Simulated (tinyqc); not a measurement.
Worked calculation (part 1 of 2): UHF in the sto-3g basis, for BH, spin multiplicity 3. Computed by tinyqc, a small Python program that keeps every step (integrals from PySCF). Settings: charge = 0, multiplicity = 3, basis = sto-3g, energy threshold = 1e-10, iteration cap = 69, orthogonalisation = symmetric, start = core, DIIS depth = 4, method = UHF. Command: `OMP_NUM_THREADS=1 python tinyqc.py 26073 26074 out.jsonl` (the two numbers bound the seeds that draw the settings). One thread of a shared host (Intel(R) Xeon(R) Processor @ 2.60GHz), about 0.1 s of CPU time with the checks. Later iterations appear only in the table of the cycle.

## One-electron integrals

Geometry (angstrom):
```
atom         x         y         z
B     0.000000  0.000000  0.000000
H     0.000000  0.000000  1.253000
```

Basis sto-3g: exponents (1/bohr^2) and contraction coefficients of normalised primitives:
```
element  l (shell)   exponent  coefficient
B            s (1)  48.791113     0.154329
B            s (1)   8.887362     0.535328
B            s (1)   2.405267     0.444635
B            s (2)   2.236956    -0.099967
B            s (2)   0.519821     0.399513
B            s (2)   0.169062     0.700115
B            p (3)   2.236956     0.155916
B            p (3)   0.519821     0.607684
B            p (3)   0.169062     0.391957
H            s (1)   3.425251     0.154329
H            s (1)   0.623914     0.535328
H            s (1)   0.168855     0.444635
```

Overlap, kinetic and nuclear-attraction integrals over the contracted functions; the nuclear repulsion is the sum of Za Zb / Rab.

nuclear repulsion = 2.11164091 hartree

overlap S, order 1B 1s, 1B 2s, 1B 2px, 1B 2py, 1B 2pz, 2H 1s:
$$\begin{pmatrix}
1.000000 & 0.269328 & 0.000000 & 0.000000 & 0.000000 & 0.057609 \\
0.269328 & 1.000000 & 0.000000 & 0.000000 & 0.000000 & 0.443841 \\
0.000000 & 0.000000 & 1.000000 & 0.000000 & 0.000000 & 0.000000 \\
0.000000 & 0.000000 & 0.000000 & 1.000000 & 0.000000 & 0.000000 \\
0.000000 & 0.000000 & 0.000000 & 0.000000 & 1.000000 & 0.466203 \\
0.057609 & 0.443841 & 0.000000 & 0.000000 & 0.466203 & 1.000000
\end{pmatrix}$$

kinetic energy T (hartree), order 1B 1s, 1B 2s, 1B 2px, 1B 2py, 1B 2pz, 2H 1s:
$$\begin{pmatrix}
10.826302 & -0.047967 & 0.000000 & 0.000000 & 0.000000 & -0.014349 \\
-0.047967 & 0.359168 & 0.000000 & 0.000000 & 0.000000 & 0.073480 \\
0.000000 & 0.000000 & 1.123881 & 0.000000 & 0.000000 & 0.000000 \\
0.000000 & 0.000000 & 0.000000 & 1.123881 & 0.000000 & 0.000000 \\
0.000000 & 0.000000 & 0.000000 & 0.000000 & 1.123881 & 0.199141 \\
-0.014349 & 0.073480 & 0.000000 & 0.000000 & 0.199141 & 0.760032
\end{pmatrix}$$

nuclear attraction V (hartree), order 1B 1s, 1B 2s, 1B 2px, 1B 2py, 1B 2pz, 2H 1s:
$$\begin{pmatrix}
-23.569716 & -3.253107 & 0.000000 & 0.000000 & -0.016761 & -0.701627 \\
-3.253107 & -4.182226 & 0.000000 & 0.000000 & -0.150330 & -1.645497 \\
0.000000 & 0.000000 & -4.115143 & 0.000000 & 0.000000 & 0.000000 \\
0.000000 & 0.000000 & 0.000000 & -4.115143 & 0.000000 & 0.000000 \\
-0.016761 & -0.150330 & 0.000000 & 0.000000 & -4.225596 & -1.657217 \\
-0.701627 & -1.645497 & 0.000000 & 0.000000 & -1.657217 & -3.314442
\end{pmatrix}$$

core Hamiltonian H = T + V (hartree), order 1B 1s, 1B 2s, 1B 2px, 1B 2py, 1B 2pz, 2H 1s:
$$\begin{pmatrix}
-12.743414 & -3.301074 & 0.000000 & 0.000000 & -0.016761 & -0.715975 \\
-3.301074 & -3.823058 & 0.000000 & 0.000000 & -0.150330 & -1.572017 \\
0.000000 & 0.000000 & -2.991262 & 0.000000 & 0.000000 & 0.000000 \\
0.000000 & 0.000000 & 0.000000 & -2.991262 & 0.000000 & 0.000000 \\
-0.016761 & -0.150330 & 0.000000 & 0.000000 & -3.101716 & -1.458076 \\
-0.715975 & -1.572017 & 0.000000 & 0.000000 & -1.458076 & -2.554410
\end{pmatrix}$$

## Two-electron integrals

Functions are numbered as in S; the eight-fold symmetry (ij|kl) = (ji|kl) = (kl|ij) leaves the list below.

Two-electron integrals (ij|kl) in chemists' order, unique and non-zero (hartree):
```
(11|11) 2.923513   (21|11) 0.518376   (21|21) 0.109262   (22|11) 0.744229
(22|21) 0.193177   (22|22) 0.544804   (31|31) 0.020264   (32|31) 0.029996
(32|32) 0.120346   (33|11) 0.742491   (33|21) 0.193240   (33|22) 0.544682
(33|33) 0.586773   (41|41) 0.020264   (42|41) 0.029996   (42|42) 0.120346
(43|43) 0.031630   (44|11) 0.742491   (44|21) 0.193240   (44|22) 0.544682
(44|33) 0.523513   (44|44) 0.586773   (51|51) 0.020264   (52|51) 0.029996
(52|52) 0.120346   (53|53) 0.031630   (54|54) 0.031630   (55|11) 0.742491
(55|21) 0.193240   (55|22) 0.544682   (55|33) 0.523513   (55|44) 0.523513
(55|55) 0.586773   (61|11) 0.110502   (61|21) 0.023214   (61|22) 0.041184
(61|33) 0.040982   (61|44) 0.040982   (61|51) 0.001689   (61|52) 0.003107
(61|55) 0.041611   (61|61) 0.005089   (62|11) 0.260186   (62|21) 0.068550
(62|22) 0.211881   (62|33) 0.205886   (62|44) 0.205886   (62|51) 0.007558
(62|52) 0.045507   (62|55) 0.223678   (62|61) 0.015547   (62|62) 0.112379
(63|31) 0.006953   (63|32) 0.032247   (63|53) 0.008562   (63|63) 0.012594
(64|41) 0.006953   (64|42) 0.032247   (64|54) 0.008562   (64|64) 0.012594
(65|11) 0.241162   (65|21) 0.064394   (65|22) 0.210062   (65|33) 0.198875
(65|44) 0.198875   (65|51) 0.013107   (65|52) 0.073589   (65|55) 0.232214
(65|61) 0.015338   (65|62) 0.130563   (65|65) 0.161201   (66|11) 0.417059
(66|21) 0.111944   (66|22) 0.390876   (66|33) 0.367533   (66|44) 0.367533
(66|51) 0.015235   (66|52) 0.120908   (66|55) 0.437131   (66|61) 0.025909
(66|62) 0.262892   (66|65) 0.332350   (66|66) 0.774606
```

## Orthogonalisation

S = U s U^T; symmetric (Loewdin) form X = U s^(-1/2) U^T, so that X^T S X = 1.

eigenvalues of S: [0.342096, 0.796610, 1.000000, 1.000000, 1.170577, 1.690718]

X, order 1B 1s, 1B 2s, 1B 2px, 1B 2py, 1B 2pz, 2H 1s:
$$\begin{pmatrix}
1.030273 & -0.153310 & 0.000000 & 0.000000 & -0.012373 & 0.027536 \\
-0.153310 & 1.143408 & 0.000000 & 0.000000 & 0.117229 & -0.316774 \\
0.000000 & 0.000000 & 1.000000 & 0.000000 & 0.000000 & 0.000000 \\
0.000000 & 0.000000 & 0.000000 & 1.000000 & 0.000000 & 0.000000 \\
-0.012373 & 0.117229 & 0.000000 & 0.000000 & 1.119859 & -0.325227 \\
0.027536 & -0.316774 & 0.000000 & 0.000000 & -0.325227 & 1.229936
\end{pmatrix}$$

## Starting guess

The start is the orbitals of the core Hamiltonian; D(s) = C_occ C_occ^T for each spin.

D(alpha) at the start, order 1B 1s, 1B 2s, 1B 2px, 1B 2py, 1B 2pz, 2H 1s:
$$\begin{pmatrix}
1.081289 & -0.306539 & 0.000000 & 0.000000 & -0.016814 & 0.026333 \\
-0.306539 & 1.148567 & 0.000000 & 0.000000 & 0.075153 & -0.082982 \\
0.000000 & 0.000000 & 0.019718 & -0.139029 & 0.000000 & 0.000000 \\
0.000000 & 0.000000 & -0.139029 & 0.980282 & 0.000000 & 0.000000 \\
-0.016814 & 0.075153 & 0.000000 & 0.000000 & 1.079977 & -0.093678 \\
0.026333 & -0.082982 & 0.000000 & 0.000000 & -0.093678 & 0.013259
\end{pmatrix}$$

D(beta) at the start, order 1B 1s, 1B 2s, 1B 2px, 1B 2py, 1B 2pz, 2H 1s:
$$\begin{pmatrix}
1.057374 & -0.213132 & 0.000000 & 0.000000 & -0.143145 & 0.030462 \\
-0.213132 & 0.783732 & 0.000000 & 0.000000 & 0.568583 & -0.099111 \\
0.000000 & 0.000000 & 0.000000 & 0.000000 & 0.000000 & 0.000000 \\
0.000000 & 0.000000 & 0.000000 & 0.000000 & 0.000000 & 0.000000 \\
-0.143145 & 0.568583 & 0.000000 & 0.000000 & 0.412628 & -0.071863 \\
0.030462 & -0.099111 & 0.000000 & 0.000000 & -0.071863 & 0.012546
\end{pmatrix}$$

## Iteration 1: building the Fock matrix

J_ij = sum D_kl (ij|kl) with D = D(alpha) + D(beta), K_ij = sum D_kl (ik|jl) for each spin; F = H + J - K(s); E = tr D H + tr D J / 2 - 0.5 sum_s tr D(s) K(s) + E_nn.

Coulomb J (hartree), order 1B 1s, 1B 2s, 1B 2px, 1B 2py, 1B 2pz, 2H 1s:
$$\begin{pmatrix}
8.851163 & 1.809260 & 0.000000 & 0.000000 & 0.025629 & 0.388836 \\
1.809260 & 3.669332 & 0.000000 & 0.000000 & 0.107881 & 1.414936 \\
0.000000 & 0.000000 & 3.619059 & -0.008795 & 0.000000 & 0.000000 \\
0.000000 & 0.000000 & -0.008795 & 3.679823 & 0.000000 & 0.000000 \\
0.025629 & 0.107881 & 0.000000 & 0.000000 & 3.696582 & 1.400167 \\
0.388836 & 1.414936 & 0.000000 & 0.000000 & 1.400167 & 2.518834
\end{pmatrix}$$

exchange K(alpha) (hartree), order 1B 1s, 1B 2s, 1B 2px, 1B 2py, 1B 2pz, 2H 1s:
$$\begin{pmatrix}
3.012717 & 0.580718 & 0.000000 & 0.000000 & -0.000177 & 0.131794 \\
0.580718 & 0.837181 & 0.000000 & 0.000000 & 0.000797 & 0.306141 \\
0.000000 & 0.000000 & 0.212058 & -0.077181 & 0.000000 & 0.000000 \\
0.000000 & 0.000000 & -0.077181 & 0.745309 & 0.000000 & 0.000000 \\
-0.000177 & 0.000797 & 0.000000 & 0.000000 & 0.754185 & 0.259888 \\
0.131794 & 0.306141 & 0.000000 & 0.000000 & 0.259888 & 0.236580
\end{pmatrix}$$

exchange K(beta) (hartree), order 1B 1s, 1B 2s, 1B 2px, 1B 2py, 1B 2pz, 2H 1s:
$$\begin{pmatrix}
2.966227 & 0.527174 & 0.000000 & 0.000000 & 0.014712 & 0.120073 \\
0.527174 & 0.466871 & 0.000000 & 0.000000 & 0.303306 & 0.272463 \\
0.000000 & 0.000000 & 0.108969 & 0.000000 & 0.000000 & 0.000000 \\
0.000000 & 0.000000 & 0.000000 & 0.108969 & 0.000000 & 0.000000 \\
0.014712 & 0.303306 & 0.000000 & 0.000000 & 0.299936 & 0.229364 \\
0.120073 & 0.272463 & 0.000000 & 0.000000 & 0.229364 & 0.208844
\end{pmatrix}$$

F(alpha) (hartree), order 1B 1s, 1B 2s, 1B 2px, 1B 2py, 1B 2pz, 2H 1s:
$$\begin{pmatrix}
-6.904968 & -2.072533 & 0.000000 & 0.000000 & 0.009045 & -0.458934 \\
-2.072533 & -0.990907 & 0.000000 & 0.000000 & -0.043246 & -0.463222 \\
0.000000 & 0.000000 & 0.415738 & 0.068386 & 0.000000 & 0.000000 \\
0.000000 & 0.000000 & 0.068386 & -0.056748 & 0.000000 & 0.000000 \\
0.009045 & -0.043246 & 0.000000 & 0.000000 & -0.159319 & -0.317796 \\
-0.458934 & -0.463222 & 0.000000 & 0.000000 & -0.317796 & -0.272155
\end{pmatrix}$$

F(beta) (hartree), order 1B 1s, 1B 2s, 1B 2px, 1B 2py, 1B 2pz, 2H 1s:
$$\begin{pmatrix}
-6.858478 & -2.018988 & 0.000000 & 0.000000 & -0.005843 & -0.447213 \\
-2.018988 & -0.620597 & 0.000000 & 0.000000 & -0.345755 & -0.429544 \\
0.000000 & 0.000000 & 0.518828 & -0.008795 & 0.000000 & 0.000000 \\
0.000000 & 0.000000 & -0.008795 & 0.579592 & 0.000000 & 0.000000 \\
-0.005843 & -0.345755 & 0.000000 & 0.000000 & 0.294930 & -0.287272 \\
-0.447213 & -0.429544 & 0.000000 & 0.000000 & -0.287272 & -0.244420
\end{pmatrix}$$

total energy of this density = -24.20493452 hartree

## Iteration 1: diagonalisation and new density

Diagonalise F' = X^T F X, C = X C', fill 4 alpha and 2 beta electrons from the bottom; D(s) = C_occ C_occ^T. Each column has its largest component positive (the first on a tie).

F' = X^T F X (alpha) (hartree):
$$\begin{pmatrix}
-6.720473 & -1.108380 & 0.000000 & 0.000000 & -0.007583 & -0.056905 \\
-1.108380 & -0.458004 & 0.000000 & 0.000000 & 0.103791 & -0.333510 \\
0.000000 & 0.000000 & 0.415738 & 0.068386 & 0.000000 & 0.000000 \\
0.000000 & 0.000000 & 0.068386 & -0.056748 & 0.000000 & 0.000000 \\
-0.007583 & 0.103791 & 0.000000 & 0.000000 & 0.014263 & -0.366218 \\
-0.056905 & -0.333510 & 0.000000 & 0.000000 & -0.366218 & 0.077972
\end{pmatrix}$$

orbital energies (alpha) (hartree): MO1 -6.912673, MO2 -0.487001, MO3 -0.220977, MO4 -0.066447, MO5 0.425437, MO6 0.534409

coefficients C (alpha), order 1B 1s, 1B 2s, 1B 2px, 1B 2py, 1B 2pz, 2H 1s:
$$\begin{pmatrix}
0.989517 & -0.238733 & 0.178225 & 0.000000 & 0.000000 & 0.134077 \\
0.038190 & 0.698249 & -0.663081 & 0.000000 & 0.000000 & -0.718532 \\
0.000000 & 0.000000 & 0.000000 & -0.140420 & 0.990092 & 0.000000 \\
0.000000 & 0.000000 & 0.000000 & 0.990092 & 0.140420 & 0.000000 \\
0.001814 & 0.213509 & 0.677121 & 0.000000 & 0.000000 & -0.932561 \\
-0.006729 & 0.414387 & 0.335409 & 0.000000 & 0.000000 & 1.198064
\end{pmatrix}$$

F' = X^T F X (beta) (hartree):
$$\begin{pmatrix}
-6.679654 & -1.110274 & 0.000000 & 0.000000 & 0.019310 & -0.056332 \\
-1.110274 & -0.088608 & 0.000000 & 0.000000 & -0.199778 & -0.312761 \\
0.000000 & 0.000000 & 0.518828 & -0.008795 & 0.000000 & 0.000000 \\
0.000000 & 0.000000 & -0.008795 & 0.579592 & 0.000000 & 0.000000 \\
0.019310 & -0.199778 & 0.000000 & 0.000000 & 0.488081 & -0.384498 \\
-0.056332 & -0.312761 & 0.000000 & 0.000000 & -0.384498 & 0.092303
\end{pmatrix}$$

orbital energies (beta) (hartree): MO1 -6.863331, MO2 -0.402327, MO3 0.354445, MO4 0.517580, MO5 0.580839, MO6 0.723335

coefficients C (beta), order 1B 1s, 1B 2s, 1B 2px, 1B 2py, 1B 2pz, 2H 1s:
$$\begin{pmatrix}
0.991938 & -0.185332 & -0.259811 & 0.000000 & 0.000000 & -0.009322 \\
0.029940 & 0.510137 & 1.064075 & 0.000000 & 0.000000 & 0.227119 \\
0.000000 & 0.000000 & 0.000000 & 0.990092 & -0.140420 & 0.000000 \\
0.000000 & 0.000000 & 0.000000 & 0.140420 & 0.990092 & 0.000000 \\
0.004765 & 0.325586 & -0.048379 & 0.000000 & 0.000000 & 1.124892 \\
-0.006166 & 0.518703 & -0.803313 & 0.000000 & 0.000000 & -0.897338
\end{pmatrix}$$

D(alpha) after iteration 1, order 1B 1s, 1B 2s, 1B 2px, 1B 2py, 1B 2pz, 2H 1s:
$$\begin{pmatrix}
1.067901 & -0.247082 & 0.000000 & 0.000000 & 0.071503 & -0.045808 \\
-0.247082 & 0.928686 & 0.000000 & 0.000000 & -0.299834 & 0.066686 \\
0.000000 & 0.000000 & 0.019718 & -0.139029 & 0.000000 & 0.000000 \\
0.000000 & 0.000000 & -0.139029 & 0.980282 & 0.000000 & 0.000000 \\
0.071503 & -0.299834 & 0.000000 & 0.000000 & 0.504082 & 0.315575 \\
-0.045808 & 0.066686 & 0.000000 & 0.000000 & 0.315575 & 0.284261
\end{pmatrix}$$

D(beta) after iteration 1, order 1B 1s, 1B 2s, 1B 2px, 1B 2py, 1B 2pz, 2H 1s:
$$\begin{pmatrix}
1.018289 & -0.064846 & 0.000000 & 0.000000 & -0.055615 & -0.102249 \\
-0.064846 & 0.261136 & 0.000000 & 0.000000 & 0.166236 & 0.264425 \\
0.000000 & 0.000000 & 0.000000 & 0.000000 & 0.000000 & 0.000000 \\
0.000000 & 0.000000 & 0.000000 & 0.000000 & 0.000000 & 0.000000 \\
-0.055615 & 0.166236 & 0.000000 & 0.000000 & 0.106029 & 0.168853 \\
-0.102249 & 0.264425 & 0.000000 & 0.000000 & 0.168853 & 0.269091
\end{pmatrix}$$

## Iteration 2: building the Fock matrix

As before.

Coulomb J (hartree), order 1B 1s, 1B 2s, 1B 2px, 1B 2py, 1B 2pz, 2H 1s:
$$\begin{pmatrix}
8.460617 & 1.717106 & 0.000000 & 0.000000 & 0.018263 & 0.368626 \\
1.717106 & 3.505237 & 0.000000 & 0.000000 & 0.136215 & 1.424353 \\
0.000000 & 0.000000 & 3.440924 & -0.008795 & 0.000000 & 0.000000 \\
0.000000 & 0.000000 & -0.008795 & 3.501688 & 0.000000 & 0.000000 \\
0.018263 & 0.136215 & 0.000000 & 0.000000 & 3.560681 & 1.456186 \\
0.368626 & 1.424353 & 0.000000 & 0.000000 & 1.456186 & 2.784759
\end{pmatrix}$$

exchange K(alpha) (hartree), order 1B 1s, 1B 2s, 1B 2px, 1B 2py, 1B 2pz, 2H 1s:
$$\begin{pmatrix}
2.993293 & 0.569330 & 0.000000 & 0.000000 & 0.002610 & 0.127172 \\
0.569330 & 0.790826 & 0.000000 & 0.000000 & -0.038765 & 0.373796 \\
0.000000 & 0.000000 & 0.189747 & -0.077181 & 0.000000 & 0.000000 \\
0.000000 & 0.000000 & -0.077181 & 0.722998 & 0.000000 & 0.000000 \\
0.002610 & -0.038765 & 0.000000 & 0.000000 & 0.646991 & 0.380491 \\
0.127172 & 0.373796 & 0.000000 & 0.000000 & 0.380491 & 0.582510
\end{pmatrix}$$

exchange K(beta) (hartree), order 1B 1s, 1B 2s, 1B 2px, 1B 2py, 1B 2pz, 2H 1s:
$$\begin{pmatrix}
2.932053 & 0.532161 & 0.000000 & 0.000000 & 0.001073 & 0.114573 \\
0.532161 & 0.384878 & 0.000000 & 0.000000 & 0.243686 & 0.351627 \\
0.000000 & 0.000000 & 0.073437 & 0.000000 & 0.000000 & 0.000000 \\
0.000000 & 0.000000 & 0.000000 & 0.073437 & 0.000000 & 0.000000 \\
0.001073 & 0.243686 & 0.000000 & 0.000000 & 0.268421 & 0.337739 \\
0.114573 & 0.351627 & 0.000000 & 0.000000 & 0.337739 & 0.545715
\end{pmatrix}$$

F(alpha) (hartree), order 1B 1s, 1B 2s, 1B 2px, 1B 2py, 1B 2pz, 2H 1s:
$$\begin{pmatrix}
-7.276090 & -2.153299 & 0.000000 & 0.000000 & -0.001108 & -0.474521 \\
-2.153299 & -1.108648 & 0.000000 & 0.000000 & 0.024650 & -0.521461 \\
0.000000 & 0.000000 & 0.259914 & 0.068386 & 0.000000 & 0.000000 \\
0.000000 & 0.000000 & 0.068386 & -0.212572 & 0.000000 & 0.000000 \\
-0.001108 & 0.024650 & 0.000000 & 0.000000 & -0.188026 & -0.382381 \\
-0.474521 & -0.521461 & 0.000000 & 0.000000 & -0.382381 & -0.352160
\end{pmatrix}$$

F(beta) (hartree), order 1B 1s, 1B 2s, 1B 2px, 1B 2py, 1B 2pz, 2H 1s:
$$\begin{pmatrix}
-7.214850 & -2.116129 & 0.000000 & 0.000000 & 0.000429 & -0.461922 \\
-2.116129 & -0.702700 & 0.000000 & 0.000000 & -0.257801 & -0.499291 \\
0.000000 & 0.000000 & 0.376225 & -0.008795 & 0.000000 & 0.000000 \\
0.000000 & 0.000000 & -0.008795 & 0.436990 & 0.000000 & 0.000000 \\
0.000429 & -0.257801 & 0.000000 & 0.000000 & 0.190544 & -0.339629 \\
-0.461922 & -0.499291 & 0.000000 & 0.000000 & -0.339629 & -0.315365
\end{pmatrix}$$

total energy of this density = -24.73808795 hartree

## Iteration 2: DIIS over 2 matrices

error matrix X^T (FDS - SDF) X (alpha):
$$\begin{pmatrix}
0.000000 & -0.000618 & 0.000000 & 0.000000 & -0.000519 & -0.004057 \\
0.000618 & 0.000000 & 0.000000 & 0.000000 & -0.003462 & 0.038210 \\
0.000000 & 0.000000 & 0.000000 & 0.000000 & 0.000000 & 0.000000 \\
0.000000 & 0.000000 & 0.000000 & 0.000000 & 0.000000 & 0.000000 \\
0.000519 & 0.003462 & 0.000000 & 0.000000 & 0.000000 & 0.054847 \\
0.004057 & -0.038210 & 0.000000 & 0.000000 & -0.054847 & 0.000000
\end{pmatrix}$$

B (overlaps of the stored error matrices):
$$\begin{pmatrix}
7.0454420e-01 & 1.0220342e-01 \\
1.0220342e-01 & 1.6594193e-02
\end{pmatrix}$$

Minimise |sum c_i e_i|^2 with sum c_i = 1: solve [B -1; -1 0][c; lambda] = [0; -1] with B_ij = tr e_i^T e_j summed over both spins, and take F = sum c_i F_i.

DIIS coefficients: [-0.165674, 1.165674]

extrapolated F(alpha) (hartree), order 1B 1s, 1B 2s, 1B 2px, 1B 2py, 1B 2pz, 2H 1s:
$$\begin{pmatrix}
-7.337575 & -2.166680 & 0.000000 & 0.000000 & -0.002790 & -0.477103 \\
-2.166680 & -1.128155 & 0.000000 & 0.000000 & 0.035898 & -0.531109 \\
0.000000 & 0.000000 & 0.234098 & 0.068386 & 0.000000 & 0.000000 \\
0.000000 & 0.000000 & 0.068386 & -0.238388 & 0.000000 & 0.000000 \\
-0.002790 & 0.035898 & 0.000000 & 0.000000 & -0.192782 & -0.393081 \\
-0.477103 & -0.531109 & 0.000000 & 0.000000 & -0.393081 & -0.365415
\end{pmatrix}$$

extrapolated F(beta) (hartree), order 1B 1s, 1B 2s, 1B 2px, 1B 2py, 1B 2pz, 2H 1s:
$$\begin{pmatrix}
-7.273891 & -2.132223 & 0.000000 & 0.000000 & 0.001469 & -0.464359 \\
-2.132223 & -0.716303 & 0.000000 & 0.000000 & -0.243229 & -0.510847 \\
0.000000 & 0.000000 & 0.352599 & -0.008795 & 0.000000 & 0.000000 \\
0.000000 & 0.000000 & -0.008795 & 0.413364 & 0.000000 & 0.000000 \\
0.001469 & -0.243229 & 0.000000 & 0.000000 & 0.173250 & -0.348303 \\
-0.464359 & -0.510847 & 0.000000 & 0.000000 & -0.348303 & -0.327119
\end{pmatrix}$$
